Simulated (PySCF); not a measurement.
Compound: C4H5F.
SMILES with atom numbers: `[F:1][C@H:2]1[C@H:3]2[CH2:4][C@@H:5]12`

NICS is the negative of the GIAO shielding at a point without a nucleus: at the ring centre (0) and 1 Å above and below it (1); zz is the component along the ring normal. Level: GIAO PBE0/pcSseg-1 (PySCF, non-relativistic, gas phase) on the PBE0-D3(BJ)/def2-SVP geometry, one conformer.

Rings: 1. C2–C3–C5; 2. C3–C4–C5.

| set | NICS(0) | NICS(1), two faces | NICS(1)zz, two faces |
| --- | --- | --- | --- |
| P | -44.0 | -9.7 / -10.5 | -25.0 / -12.0 |
| Q | -44.0 | -9.5 / -7.4 | -26.6 / -22.8 |

Question: Which set (ppm) belongs to which ring?

Answer: P = 1, Q = 2.
- 1 (3-membered carbocycle; formal bonds all single): mean NICS(1)zz -18.5 ppm, shielded. C2, C3, C5 have four or more neighbours, so the value isn't read as a sign of a π ring current.
- 2 (3-membered carbocycle; formal bonds all single): mean NICS(1)zz -24.7 ppm, shielded. C3, C4, C5 have four or more neighbours; no verdict on aromaticity is drawn.

Question: How do the rings differ in shape?

Answer: 
```json
{"ring": "1", "bond lengths (Å)": "1.471, 1.501, 1.471", "rms pucker (Å)": "0.00", "HOMA": "–", "nearest outside atom to a NICS(1) probe (Å)": "carbon 1.12"}
{"ring": "2", "bond lengths (Å)": "1.494, 1.494, 1.501", "rms pucker (Å)": "0.00", "HOMA": "–", "nearest outside atom to a NICS(1) probe (Å)": "carbon 1.11"}
```
